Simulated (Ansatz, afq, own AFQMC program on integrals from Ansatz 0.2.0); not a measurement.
# PH₃+ (doublet): quantum Monte Carlo beside coupled cluster as a vertical ion, def2-TZVP

How near does AFQMC come to the top of the ladder for PH₃+ (doublet)?

Computed with Ansatz 0.2.0, Gaussian basis, and an in-house AFQMC program (afq) on its integrals; all values are calculated. Level: def2-TZVP, frozen cores.

Plan: PBE (unrestricted); CCSD(T) on UHF; r2SCAN (unrestricted); PBE0 (unrestricted); B3LYP (unrestricted); CCSDT(Q) on UHF; wB97M-V (unrestricted); B2PLYP (unrestricted); CCSD(T) on UHF; CCSD(T) on UHF; Phaseless AFQMC, CISD trial on UHF.

## 1. The geometry

The geometry is that of the parent species, a PBE0/def2-SVP stationary point (not a proven minimum); the ion is not relaxed.

4 atoms, charge 1, spin multiplicity 2.

Atoms are counted from 1 here; the program's logs count them from 0.

Bond lengths: P1–H2 1.429 Å, P1–H3 1.429 Å, P1–H4 1.429 Å. Angles: H2–P1–H3 93.0°, H2–P1–H4 93.0°, H3–P1–H4 93.0°.

## 2. PBE (unrestricted)

The input, in.yaml:

```yaml
crystal:
  periodic: [false, false, false]
  atoms:
    - {symbol: P, position_ang: [0.348922, -0.329284, -0.335733]}
    - {symbol: H, position_ang: [0.633658, -0.033855, 1.032619]}
    - {symbol: H, position_ang: [-1.011088, -0.666137, -0.057025]}
    - {symbol: H, position_ang: [0.028507, 1.029265, -0.639851]}
basis:
  gaussian: {orbitals: def2-TZVP}
total_charge: 1
magnetization: {spin_polarized: true, initial_magnetization: 1}
hamiltonian: {xc: {name: PBE}}
output: {orbitals: {seedname: orbitals}}
```

Run with:

```console
$ ansatz run in.yaml --threads 1 --pin off --events-out ev --progress --plain --max-ram 5632MiB --backend cpu
```

The program printed:

```text
Functional definition: PBE
  name "PBE"
  cite "Perdew, Burke & Ernzerhof, Phys. Rev. Lett. 77, 3865 (1996) doi:10.1103/PhysRevLett.77.3865"
  parent pbe
  parameter kappa = 0.804
  parameter beta = 0.06672455060314922
  exchange = pbe_x(kappa = kappa, mu = beta*pi^2/3)
  correlation = pbe_c(beta = beta)
402 factors; their error is unknown
mean field evaluation 1: about -9320.6315 eV, gradient 1.8e1 eV
mean field evaluation 2: about -9321.4490 eV, gradient 1.4e1 eV
mean field evaluation 4: about -9322.5441 eV, gradient 1.1e0 eV
mean field evaluation 8: about -9322.5447 eV, gradient 8.0e-4 eV
mean field -9322.54471548 eV, -342.5971992463 hartree, gradient 1.8e-5 eV, S^2 0.752921; 0 other end points of the search recorded, 0 dependent functions left out
reference -9322.54474398 eV, -342.5972002934 hartree; 9, 8 occupied and 46, 47 virtual orbitals, 402 factors
Total energy: -9322.54474398 eV, -342.5972002934 hartree
```

Run time: 0.51 s. Hardware: 1 thread of AMD EPYC 7R13 (Zen 3), shared host; peak memory 1.6 GiB.

From the report: ⟨S²⟩ of the determinant 0.753 (pure doublet: 0.75).

## 3. CCSD(T) on UHF

Changes to in.yaml since step 2:

```diff
@@ -11,3 +11,2 @@
 magnetization: {spin_polarized: true, initial_magnetization: 1}
-hamiltonian: {xc: {name: PBE}}
-output: {orbitals: {seedname: orbitals}}
+correlation: {method: ccsd_t, electrons: outside_noble_gas, hamiltonian_folder: ham}
```

Run with:

```console
$ ansatz run in.yaml --threads 1 --pin off --events-out ev --progress --plain --max-ram 16896MiB --backend cuda --devices 0, --max-vram 18GiB
```

The program printed (excerpt; [...] marks lines left out):

```text
Functional definition: HF
  name "HF"
  cite "Fock, Z. Phys. 61, 126 (1930) doi:10.1007/BF01340294"
  parent pbe
[...]
364 factors; integrals over basis functions are off by at most 7.7e-4 eV
[...]
mean field -9309.95361465 eV, -342.1344848251 hartree, gradient 1.9e-6 eV, S^2 0.755068; 0 other end points of the search recorded, 0 dependent functions left out
5 core orbitals not correlated: weight in the atoms' cores, before any rotation towards them, 1.000 or more for the frozen orbitals, at most 0.000 for the correlated occupied ones
reference -9309.95361465 eV, -342.1344848251 hartree; 4, 3 occupied and 46, 47 virtual orbitals, 364 factors
second order -3.39027730 eV of doubles, -0.00000000 eV of singles
cycle   1  -3.94452764 eV  change   -5.5e-1 eV  update   5.6e-2
[...]
cycle   9  -4.16904464 eV  change    2.0e-6 eV  update   3.8e-6
perturbative correction -0.12240335 eV, -0.0044982400 hartree
Total energy: -9314.24506263 eV, -342.2921926297 hartree
```

Run time: 1.6 s. Hardware: 1 × NVIDIA H100 80GB HBM3 with 1 thread of AMD EPYC 7R13 (Zen 3), shared host; peak host memory 1.6 GiB.

From the report: ⟨S²⟩ of the determinant 0.755 (pure doublet: 0.75); correlation -4.2914 eV; T1 0.015; largest double amplitude 0.05.

This run also writes the integrals to the folder ham.

## 4. r2SCAN (unrestricted)

Changes to in.yaml since step 3:

```diff
@@ -11,2 +11,2 @@
 magnetization: {spin_polarized: true, initial_magnetization: 1}
-correlation: {method: ccsd_t, electrons: outside_noble_gas, hamiltonian_folder: ham}
+hamiltonian: {xc: {name: r2SCAN}}
```

Run with:

```console
$ ansatz run in.yaml --threads 1 --pin off --events-out ev --progress --plain --max-ram 5632MiB --backend cpu
```

The program printed:

```text
Functional definition: r2SCAN
  name "r2SCAN"
  cite "Furness, Kaplan, Ning, Perdew & Sun, J. Phys. Chem. Lett. 11, 8208 (2020) doi:10.1021/acs.jpclett.0c02405"
  cite "Furness, Kaplan, Ning, Perdew & Sun, J. Phys. Chem. Lett. 11, 9248 (2020) doi:10.1021/acs.jpclett.0c03077"
  parent r2scan
  parameter k0 = 0.174
  parameter k1 = 0.065
  parameter a1 = 4.9479
  exchange = r2scan_x(k0 = k0, k1 = k1, a1 = a1)
  correlation = r2scan_c
402 factors; their error is unknown
mean field evaluation 1: about -9324.7863 eV, gradient 1.6e1 eV
mean field evaluation 2: about -9325.7111 eV, gradient 1.1e1 eV
mean field evaluation 4: about -9326.3016 eV, gradient 7.7e-1 eV
mean field evaluation 8: about -9326.2998 eV, gradient 2.3e-3 eV
mean field -9326.29976953 eV, -342.7351949373 hartree, gradient 5.1e-5 eV, S^2 0.755337; 0 other end points of the search recorded, 0 dependent functions left out
reference -9326.29977961 eV, -342.7351953078 hartree; 9, 8 occupied and 46, 47 virtual orbitals, 402 factors
Total energy: -9326.29977961 eV, -342.7351953078 hartree
```

It took 1.1 s on 1 thread of AMD EPYC 7R13 (Zen 3), shared host; peak memory 1.6 GiB.

From the report: ⟨S²⟩ of the determinant 0.755 (pure doublet: 0.75).

## 5. PBE0 (unrestricted)

Changes to in.yaml since step 4:

```diff
@@ -11,2 +11,3 @@
 magnetization: {spin_polarized: true, initial_magnetization: 1}
-hamiltonian: {xc: {name: r2SCAN}}
+hamiltonian: {xc: {name: PBE0}}
+output: {orbitals: {seedname: orbitals}}
```

Launched as before.

The program printed:

```text
Functional definition: PBE0
  name "PBE0"
  cite "Adamo & Barone, J. Chem. Phys. 110, 6158 (1999) doi:10.1063/1.478522"
  cite "Perdew, Burke & Ernzerhof, Phys. Rev. Lett. 77, 3865 (1996) doi:10.1103/PhysRevLett.77.3865"
  parent pbe
  parameter a = 0.25
  parameter kappa = 0.804
  parameter beta = 0.06672455060314922
  exchange = (1 - a)*pbe_x(kappa = kappa, mu = beta*pi^2/3) + a*exact_x
  correlation = pbe_c(beta = beta)
414 factors; their error is unknown
mean field evaluation 1: about -9322.3379 eV, gradient 1.4e1 eV
mean field evaluation 2: about -9323.1591 eV, gradient 7.9e0 eV
mean field evaluation 4: about -9323.4348 eV, gradient 2.6e-1 eV
mean field evaluation 8: about -9323.4425 eV, gradient 4.6e-2 eV
mean field -9323.44249068 eV, -342.6301918761 hartree, gradient 6.6e-5 eV, S^2 0.753067; 0 other end points of the search recorded, 0 dependent functions left out
reference -9323.44251226 eV, -342.6301926692 hartree; 9, 8 occupied and 46, 47 virtual orbitals, 414 factors
Total energy: -9323.44251226 eV, -342.6301926692 hartree
```

It took 0.58 s on 1 thread of AMD EPYC 7R13 (Zen 3), shared host; peak memory 1.6 GiB.

From the report: ⟨S²⟩ of the determinant 0.753 (pure doublet: 0.75).

## 6. B3LYP (unrestricted)

Changes to in.yaml since step 5:

```diff
@@ -11,3 +11,2 @@
 magnetization: {spin_polarized: true, initial_magnetization: 1}
-hamiltonian: {xc: {name: PBE0}}
-output: {orbitals: {seedname: orbitals}}
+hamiltonian: {xc: {name: B3LYP}}
```

The command is unchanged.

The program printed:

```text
Functional definition: B3LYP
  name "B3LYP"
  cite "Stephens, Devlin, Chabalowski & Frisch, J. Phys. Chem. 98, 11623 (1994) doi:10.1021/j100096a001"
  cite "Becke, Phys. Rev. A 38, 3098 (1988) doi:10.1103/PhysRevA.38.3098"
  cite "Lee, Yang & Parr, Phys. Rev. B 37, 785 (1988) doi:10.1103/PhysRevB.37.785"
  cite "Vosko, Wilk & Nusair, Can. J. Phys. 58, 1200 (1980) doi:10.1139/p80-159"
  parameter a0 = 0.2
  parameter ax = 0.72
  parameter ac = 0.81
  exchange = (1 - a0 - ax)*slater_x + ax*b88_x + a0*exact_x
  correlation = (1 - ac)*vwn_rpa_c + ac*lyp_c
414 factors; their error is unknown
mean field evaluation 1: about -9326.3628 eV, gradient 1.5e1 eV
mean field evaluation 2: about -9327.2770 eV, gradient 9.5e0 eV
mean field evaluation 4: about -9327.6929 eV, gradient 2.9e-1 eV
mean field evaluation 8: about -9327.6976 eV, gradient 4.9e-2 eV
mean field -9327.69763723 eV, -342.7865656277 hartree, gradient 1.6e-5 eV, S^2 0.752059; 0 other end points of the search recorded, 0 dependent functions left out
reference -9327.69781266 eV, -342.7865720746 hartree; 9, 8 occupied and 46, 47 virtual orbitals, 414 factors
Total energy: -9327.69781266 eV, -342.7865720746 hartree
```

It took 0.6 s on 1 thread of AMD EPYC 7R13 (Zen 3), shared host; peak memory 1.6 GiB.

From the report: ⟨S²⟩ of the determinant 0.752 (pure doublet: 0.75).

## 7. CCSDT(Q) on UHF

Changes to in.yaml since step 6:

```diff
@@ -11,2 +11,2 @@
 magnetization: {spin_polarized: true, initial_magnetization: 1}
-hamiltonian: {xc: {name: B3LYP}}
+correlation: {method: ccsdt_q, electrons: outside_noble_gas}
```

Run with:

```console
$ ansatz run in.yaml --threads 1 --pin off --events-out ev --progress --plain --max-ram 16896MiB --backend cuda --devices 0, --max-vram 18GiB
```

The program printed (excerpt; [...] marks lines left out):

```text
Functional definition: HF
  name "HF"
  cite "Fock, Z. Phys. 61, 126 (1930) doi:10.1007/BF01340294"
  parent pbe
[...]
760 factors; integrals over basis functions are off by at most 2.0e-7 eV
[...]
mean field -9309.95361593 eV, -342.1344848721 hartree, gradient 1.7e-6 eV, S^2 0.755068; 0 other end points of the search recorded, 0 dependent functions left out
5 core orbitals not correlated: weight in the atoms' cores, before any rotation towards them, 1.000 or more for the frozen orbitals, at most 0.000 for the correlated occupied ones
reference -9309.95361593 eV, -342.1344848721 hartree; 4, 3 occupied and 46, 47 virtual orbitals, 760 factors
second order -3.39030763 eV of doubles, -0.00000000 eV of singles
cycle   1  -3.94451817 eV  change   -5.5e-1 eV  update   6.2e-2
[...]
cycle  14  -4.31719360 eV  change    7.1e-7 eV  update   2.2e-7
perturbative correction -0.00317536 eV, -0.0001166922 hartree
Total energy: -9314.27398489 eV, -342.2932555029 hartree
```

Wall time 2.4 s (1 × NVIDIA H100 80GB HBM3 with 1 thread of AMD EPYC 7R13 (Zen 3), shared host); peak host memory 1.6 GiB.

From the report: ⟨S²⟩ of the determinant 0.755 (pure doublet: 0.75); correlation -4.3204 eV; T1 0.015; largest double amplitude 0.05.

## 8. wB97M-V (unrestricted)

Changes to in.yaml since step 7:

```diff
@@ -11,2 +11,3 @@
 magnetization: {spin_polarized: true, initial_magnetization: 1}
-correlation: {method: ccsdt_q, electrons: outside_noble_gas}
+hamiltonian: {xc: {name: wB97M-V}}
+output: {orbitals: {seedname: orbitals}}
```

Run with:

```console
$ ansatz run in.yaml --threads 1 --pin off --events-out ev --progress --plain --max-ram 5632MiB --backend cpu
```

The program printed (excerpt; [...] marks lines left out):

```text
Functional definition: wB97M-V
  name "wB97M-V"
  cite "Mardirossian & Head-Gordon, J. Chem. Phys. 144, 214110 (2016) doi:10.1063/1.4952647"
  cite "Becke, J. Chem. Phys. 107, 8554 (1997) doi:10.1063/1.475007"
  cite "Vydrov & Van Voorhis, J. Chem. Phys. 133, 244103 (2010) doi:10.1063/1.3521275"
  # Of w^i u^j: cxij and so on, Table III.
[...]
  gx(w, u) = 1 - cx + cx01*u + cx10*w
  gss(w, u) = css00 + css04*u^4 + css10*w + css20*w^2 + css43*w^4*u^3
  gos(w, u) = cos00 + cos10*w + (cos20 + cos21*u)*w^2 + (cos60 + cos61*u)*w^6
[...]
      + integral(e_c_pw_mod_opposite_spin*gos(b97_w_opposite, b97_u_opposite)) + vv10(b, c)
402 factors; their error is unknown
108 factors; integrals over basis functions are off by at most 8.3e-6 eV
[...]
mean field -9326.01384045 eV, -342.7246872374 hartree, gradient 6.0e-5 eV, S^2 0.751435; 0 other end points of the search recorded, 0 dependent functions left out
reference -9326.01387358 eV, -342.7246884548 hartree; 9, 8 occupied and 46, 47 virtual orbitals, 402 factors
Total energy: -9326.01387358 eV, -342.7246884548 hartree
```

Run time: 1.9 s. Hardware: 1 thread of AMD EPYC 7R13 (Zen 3), shared host; peak memory 1.6 GiB.

From the report: ⟨S²⟩ of the determinant 0.751 (pure doublet: 0.75).

## 9. B2PLYP (unrestricted)

Changes to in.yaml since step 8:

```diff
@@ -11,3 +11,3 @@
 magnetization: {spin_polarized: true, initial_magnetization: 1}
-hamiltonian: {xc: {name: wB97M-V}}
-output: {orbitals: {seedname: orbitals}}
+hamiltonian: {xc: {name: B2PLYP}}
+correlation: {electrons: outside_noble_gas}
```

The command is unchanged.

The program printed (excerpt; [...] marks lines left out):

```text
Functional definition: B2PLYP
  name "B2PLYP"
  cite "Grimme, J. Chem. Phys. 124, 034108 (2006) doi:10.1063/1.2148954"
  cite "Becke, Phys. Rev. A 38, 3098 (1988) doi:10.1103/PhysRevA.38.3098"
  cite "Lee, Yang & Parr, Phys. Rev. B 37, 785 (1988) doi:10.1103/PhysRevB.37.785"
[...]
364 factors; integrals over basis functions are off by at most 7.7e-4 eV
[...]
mean field -9322.34424827 eV, -342.5898322122 hartree, gradient 2.0e-6 eV, S^2 0.753030; 0 other end points of the search recorded, 0 dependent functions left out
5 core orbitals not correlated: weight in the atoms' cores, before any rotation towards them, 1.000 or more for the frozen orbitals, at most 0.000 for the correlated occupied ones
reference -9322.34435946 eV, -342.5898362982 hartree; 4, 3 occupied and 46, 47 virtual orbitals, 364 factors
second order -4.25224626 eV of doubles, -0.00000000 eV of singles
Total energy: -9323.49246595 eV, -342.6320284334 hartree
```

Wall time 0.84 s (1 thread of AMD EPYC 7R13 (Zen 3), shared host); peak memory 1.6 GiB.

From the report: ⟨S²⟩ of the determinant 0.753 (pure doublet: 0.75).

## 10. CCSD(T) on UHF

Changes to in.yaml since step 9:

```diff
@@ -8,6 +8,5 @@
 basis:
-  gaussian: {orbitals: def2-TZVP}
+  gaussian: {orbitals: def2-TZVPP}
 total_charge: 1
 magnetization: {spin_polarized: true, initial_magnetization: 1}
-hamiltonian: {xc: {name: B2PLYP}}
-correlation: {electrons: outside_noble_gas}
+correlation: {method: ccsd_t, electrons: outside_noble_gas}
```

Run with:

```console
$ ansatz run in.yaml --threads 1 --pin off --events-out ev --progress --plain --max-ram 16896MiB --backend cuda --devices 0, --max-vram 18GiB
```

The program printed (excerpt; [...] marks lines left out):

```text
Functional definition: HF
  name "HF"
  cite "Fock, Z. Phys. 61, 126 (1930) doi:10.1007/BF01340294"
  parent pbe
[...]
466 factors; integrals over basis functions are off by at most 7.6e-4 eV
[...]
mean field -9309.97916417 eV, -342.1354237526 hartree, gradient 1.2e-6 eV, S^2 0.755250; 0 other end points of the search recorded, 0 dependent functions left out
5 core orbitals not correlated: weight in the atoms' cores, before any rotation towards them, 1.000 or more for the frozen orbitals, at most 0.000 for the correlated occupied ones
reference -9309.97916417 eV, -342.1354237526 hartree; 4, 3 occupied and 75, 76 virtual orbitals, 466 factors
second order -3.64426658 eV of doubles, -0.00000000 eV of singles
cycle   1  -4.17018851 eV  change   -5.3e-1 eV  update   5.5e-2
[...]
cycle   9  -4.38940022 eV  change    4.4e-6 eV  update   4.2e-6
perturbative correction -0.13274503 eV, -0.0048782900 hartree
Total energy: -9314.50130942 eV, -342.3016095256 hartree
```

It took 2.3 s on 1 × NVIDIA H100 80GB HBM3 with 1 thread of AMD EPYC 7R13 (Zen 3), shared host; peak host memory 1.6 GiB.

From the report: ⟨S²⟩ of the determinant 0.755 (pure doublet: 0.75); correlation -4.5221 eV; T1 0.014; largest double amplitude 0.05.

## 11. CCSD(T) on UHF

Changes to in.yaml since step 10:

```diff
@@ -8,3 +8,3 @@
 basis:
-  gaussian: {orbitals: def2-TZVPP}
+  gaussian: {orbitals: "def2-QZVPP.json"}
 total_charge: 1
```

The command is unchanged.

The program printed (excerpt; [...] marks lines left out):

```text
Functional definition: HF
  name "HF"
  cite "Fock, Z. Phys. 61, 126 (1930) doi:10.1007/BF01340294"
  parent pbe
[...]
930 factors; integrals over basis functions are off by at most 8.2e-4 eV
[...]
mean field -9310.25870240 eV, -342.1456965932 hartree, gradient 5.3e-6 eV, S^2 0.755369; 0 other end points of the search recorded, 0 dependent functions left out
5 core orbitals not correlated: weight in the atoms' cores, before any rotation towards them, 1.000 or more for the frozen orbitals, at most 0.000 for the correlated occupied ones
reference -9310.25870240 eV, -342.1456965932 hartree; 4, 3 occupied and 151, 152 virtual orbitals, 930 factors
second order -3.91240725 eV of doubles, -0.00000000 eV of singles
cycle   1  -4.38919093 eV  change   -4.8e-1 eV  update   5.4e-2
[...]
cycle  10  -4.60840738 eV  change   -3.0e-6 eV  update   1.3e-6
perturbative correction -0.14886431 eV, -0.0054706626 hartree
Total energy: -9315.01597409 eV, -342.3205231032 hartree
```

Wall time 2.4 s (1 × NVIDIA H100 80GB HBM3 with 1 thread of AMD EPYC 7R13 (Zen 3), shared host); peak host memory 1.6 GiB.

From the report: ⟨S²⟩ of the determinant 0.755 (pure doublet: 0.75); correlation -4.7573 eV; T1 0.015; largest double amplitude 0.04.

## 12. Phaseless AFQMC, CISD trial on UHF

It reads the integrals that the CCSD(T) run on this determinant wrote.

Run with:

```console
$ afq ham --method phaseless --trial cisd --walkers 4000 --populations 20 --least-time 60 --time-step 0.005 --steps-per-block 50 --equilibration-blocks 28 --max-blocks 4000 --target-error 0.00016 --factor-cut 1e-05 --start spin_pure --seed 7771 --release-times 0.24,0.51,0.99,1.62,2.4 --release-step 0.03 --release-every 3 --taylor-order 6
```

The program printed:

```text
orbitals 50  electrons 4 3  factors 353 of 364
reference energy -342.13448483 Eh
CCSD correlation -0.15320953 Eh in 9 cycles, weight of the determinant in the CISD state 0.9193
energy of the start -342.287638 Eh
 block  time / (1/Eh)  mean weight  energy / Eh
     1     0.250  0.9998  -342.286972
     2     0.500  0.9999  -342.288041
     3     0.750  0.9998  -342.289034
     4     1.000  0.9998  -342.290129
     5     1.250  1.0000  -342.290676
     6     1.500  1.0000  -342.291250
     7     1.750  0.9999  -342.291970
     8     2.000  0.9998  -342.292632
     9     2.250  0.9999  -342.292764
    10     2.500  1.0000  -342.292505
    11     2.750  0.9997  -342.292770
    12     3.000  0.9997  -342.293076
    13     3.250  1.0002  -342.292958
    14     3.500  1.0001  -342.292895
    15     3.750  0.9998  -342.292842
    16     4.000  1.0001  -342.292995
    17     4.250  1.0001  -342.292881
    18     4.500  1.0000  -342.292922
    19     4.750  1.0000  -342.293034
    20     5.000  1.0000  -342.293321
    21     5.250  1.0002  -342.293414
    22     5.500  1.0000  -342.293040
    23     5.750  1.0000  -342.293107
    24     6.000  0.9999  -342.293370
    25     6.250  1.0001  -342.293466
    26     6.500  1.0001  -342.293232
    27     6.750  1.0002  -342.293541
    28     7.000  1.0002  -342.293352
    29     7.250  1.0002  -342.293350
    30     7.500  1.0000  -342.293487
    31     7.750  1.0002  -342.293587
    32     8.000  0.9998  -342.293299
    33     8.250  1.0000  -342.292999
    34     8.500  1.0001  -342.292964
    35     8.750  1.0000  -342.292739
    36     9.000  1.0001  -342.292669
    37     9.250  1.0000  -342.292961
    38     9.500  0.9999  -342.293098
    39     9.750  0.9999  -342.292905
    40    10.000  0.9998  -342.292863
    41    10.250  1.0001  -342.292922
    42    10.500  1.0001  -342.292968
    43    10.750  0.9999  -342.293173
    44    11.000  0.9999  -342.293068
    45    11.250  0.9999  -342.293201
    46    11.500  1.0002  -342.293388
    47    11.750  1.0002  -342.293174
    48    12.000  0.9996  -342.292843
    49    12.250  1.0000  -342.292908
    50    12.500  1.0000  -342.292903
    51    12.750  1.0001  -342.292889
    52    13.000  1.0000  -342.292853
    53    13.250  0.9999  -342.293438
    54    13.500  1.0003  -342.293629
    55    13.750  1.0001  -342.293302
    56    14.000  1.0001  -342.293477
    57    14.250  1.0000  -342.293478
    58    14.500  1.0000  -342.293418
    59    14.750  0.9998  -342.293462
    60    15.000  0.9999  -342.293031
    61    15.250  0.9998  -342.293056
    62    15.500  1.0000  -342.293182
    63    15.750  1.0003  -342.293153
    64    16.000  1.0000  -342.293206
    65    16.250  0.9999  -342.293281
    66    16.500  0.9998  -342.293213
    67    16.750  0.9999  -342.292992
    68    17.000  0.9997  -342.292855
    69    17.250  0.9999  -342.293295
    70    17.500  1.0001  -342.293236
    71    17.750  1.0000  -342.293463
    72    18.000  0.9999  -342.293759
    73    18.250  1.0001  -342.293006
    74    18.500  0.9998  -342.292973
    75    18.750  0.9997  -342.292962
    76    19.000  0.9999  -342.292908
    77    19.250  0.9999  -342.293278
    78    19.500  1.0004  -342.292964
error from the spread of 20 populations
released: time / (1/Eh)  energy / Eh  error  mean overlap
  0.24  -342.293209  0.000032  0.9982
  0.51  -342.293227  0.000053  0.9954
  0.99  -342.293245  0.000037  0.9927
  1.62  -342.293249  0.000051  0.9925
  2.40  -342.293352  0.000042  0.9872
energy -342.293145 +/- 0.000043 Eh
```

Run time: 56 s. Hardware: 1 × NVIDIA H100 80GB HBM3 with 2 threads of AMD EPYC 7R13 (Zen 3), shared host; peak host memory 1.6 GiB.

Energy -9314.2710 ± 0.0012 eV. Caveats: constraint bias not in the error.

## 13. All levels side by side

On the UHF determinant, counted from CCSDT(Q) (a yardstick, not exact):

```tsv
level	energy (eV)	from CCSDT(Q) (meV)	statistical error (meV)	time
HF	-9309.9536	+4320.4		
MP2	-9313.3439	+930.1		
CCSD	-9314.1227	+151.3		
CCSD(T)	-9314.2451	+28.9		
CCSDT(Q)	-9314.2740	0.0		
Phaseless AFQMC, CISD trial, step 0.005, 4000 walkers	-9314.2710	+3.0	1.2	56 s
```

The functionals' totals stand on their own zeros and serve differences with other points: PBE -9322.545 eV; r2SCAN -9326.300 eV; PBE0 -9323.443 eV; B3LYP -9327.698 eV; wB97M-V -9326.014 eV; B2PLYP -9323.492 eV.

## 14. Results

| quantity | value |
| --- | --- |
| CCSD(T) on UHF from CCSDT(Q) | +28.9 meV |
| Phaseless AFQMC, CISD trial on UHF from CCSDT(Q) | +3.0 ± 1.2 meV |

What this shows: On UHF the phaseless walk with the CISD trial lies +3.0 meV from CCSDT(Q), within three error bars. Error bars are statistical and leave out the constraint, the time step and what remains of the start.
